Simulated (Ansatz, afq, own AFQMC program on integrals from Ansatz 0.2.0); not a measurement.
## CHO, doublet: AFQMC among the cluster methods

```csv
atom,x (Å),y (Å),z (Å)
O,0.0000,0.0746,0.5425
C,0.0000,-0.1522,-0.6041
H,0.0000,0.6297,-1.4126
```

Connectivity, by distances: O–CH.

Basis cc-pVDZ. Only valence electrons are correlated. AFQMC by an in-house program on the Cholesky factors that Ansatz 0.2.0 writes for its CCSD(T) run. ph-AFQMC/CISD is guided by a CISD state made of CCSD amplitudes; releasing the constraint for a short imaginary time cuts its bias at the price of noise, slowly where states lie close. Free AFQMC starts from the CCSD state and is never constrained. Its projection time is finite, and what remains of the start isn't in its error. Error bars are statistical, one sigma.

Determinant: UHF, the one that the program's search chose, which needn't be the lowest solution. The geometry is a PBE0/def2-TZVP stationary point of this or a neighbouring charge and spin state.

No full CI on the walks' own integrals is used here; CCSDT(Q) serves as the reference and is uncertain by about the last step of the cluster series.

The T1 diagnostic is 0.0223. The weight of the determinant in the CISD state is 0.895 and the ⟨S²⟩ of the determinant is 0.763. The size of the correlated space is 11 electrons in 31 orbitals.

```json
{"level": "MP2", "correlation energy (eV)": "-8.0035"}
{"level": "CCSD", "correlation energy (eV)": "-8.3202"}
{"level": "CCSD(T)", "correlation energy (eV)": "-8.5991"}
```

(1) Estimate where free-projection AFQMC lies against CCSD(T) on the same integrals.

(1) 44.1 ± 4.3 meV below CCSD(T).

Reference: CCSDT(Q), correlation energy -8.647 eV. The released energy is read at 2.40 1/Eh (meV from the phaseless value at times in 1/Eh: -6 ± 5 at 0.24, -9 ± 4 at 0.51, -12 ± 4 at 0.99, -17 ± 5 at 1.62, -15 ± 6 at 2.40).

```
         level  E − E(reference) (meV)  share of correlation (%)
       CCSD(T)                    48.1                     99.44
         CCSDT                    29.6                     99.66
   ph-AFQMC/HF             -5.7 ± 26.9                    100.07
 ph-AFQMC/CISD              14.4 ± 5.3                     99.83
released AFQMC              -0.3 ± 6.0                    100.00
    free AFQMC               3.9 ± 4.3                     99.95
```

Free projections are given only where their last times agree within the noise and don't stop above the reference; a slow remainder of the start can still hide under it. A walk keeps the symmetry of its determinant, which the program's search chose and which needn't be the lowest solution, so a lower state of the same spin and another symmetry isn't excluded. Released energies are given only where the last usable release times agree within the noise; a slower fall can still hide under it.
